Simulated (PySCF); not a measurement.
`C/C=C/CC` (trans-2-pentene). Method used: PBE0-D3(BJ)/def2-TZVP geometry optimisation, gas phase in PySCF.

```
atom  x, y, z in Å
C1     2.5532   -0.2763    0.2795
C2     1.2067   -0.2460   -0.3577
C3     0.0514   -0.3157    0.2920
C4    -1.2988   -0.2723   -0.3422
C5    -2.1368    0.9044    0.1448
H6     3.1476   -1.1180   -0.0902
H7     3.1207    0.6314    0.0501
H8     2.4776   -0.3646    1.3650
H9     1.1854   -0.1617   -1.4440
H10    0.0681   -0.3958    1.3797
H11   -1.8339   -1.2039   -0.1202
H12   -1.1884   -0.2290   -1.4301
H13   -3.1320    0.8957   -0.3057
H14   -2.2617    0.8745    1.2305
H15   -1.6570    1.8532   -0.1064
```

Give the dihedral angles C3–C4–C5–H14, C2–C3–C4–H12, H10–C3–C4–H11, H9–C2–C3–H10.

C3–C4–C5–H14 -58° (synclinal); C2–C3–C4–H12 3° (synperiplanar); H10–C3–C4–H11 -62° (synclinal); H9–C2–C3–H10 180° (antiperiplanar). Dihedral signs follow IUPAC: positive where, seen along the central bond, the front bond turns clockwise onto the rear one.

What is the longest distance between nuclei?

H6···H13, 6.60 Å; the next longest distance is 6.27 Å.

What is the repulsion energy of the bare nuclei, Σ ZA·ZB/RAB?

169.38 Eh over 105 pairs, with full nuclear charges and distances in bohr; the largest single term is 14.35 Eh (C2 with C3).

How far apart are these pairs, which share no bond: C2···H7, C2···H10, C3···H11, H6···H14, H9···H13?

C2···H7 2.145 Å (2 bonds apart); C2···H10 2.083 Å (2 bonds apart); C3···H11 2.124 Å (2 bonds apart); H6···H14 5.914 Å (6 bonds apart); H9···H13 4.588 Å (5 bonds apart).

Where is the centre of mass (commonest isotopes), and what is the radius of gyration?

Mass 70.078 u; centre at (0.063, -0.024, 0.010) Å; Rg = √(Σ m r²/M) = 1.916 Å. As Ia + Ib + Ic = 2 Σ m r², the three principal moments sum to 514.6 u·Å².

What are the angles H6–C1–H8, C2–C1–H8, C4–C3–H10, C5–C4–H12, H13–C5–H15, H13–C5–H14, C4–C5–H14?

From the scalar product of the two bond vectors; for H6–C1–H8 it is -0.3719 Å² over 1.0947 × 1.0917 Å², cos θ = -0.3112. H6–C1–H8 108.1°; C2–C1–H8 111.4°; C4–C3–H10 116.1°; C5–C4–H12 110.0°; H13–C5–H15 108.2°; H13–C5–H14 107.8°; C4–C5–H14 111.0°.

No PBE0-D3(BJ)/def2-TZVP frequencies stand behind this structure, so it isn't proved a minimum. The numbers are those of one conformer.
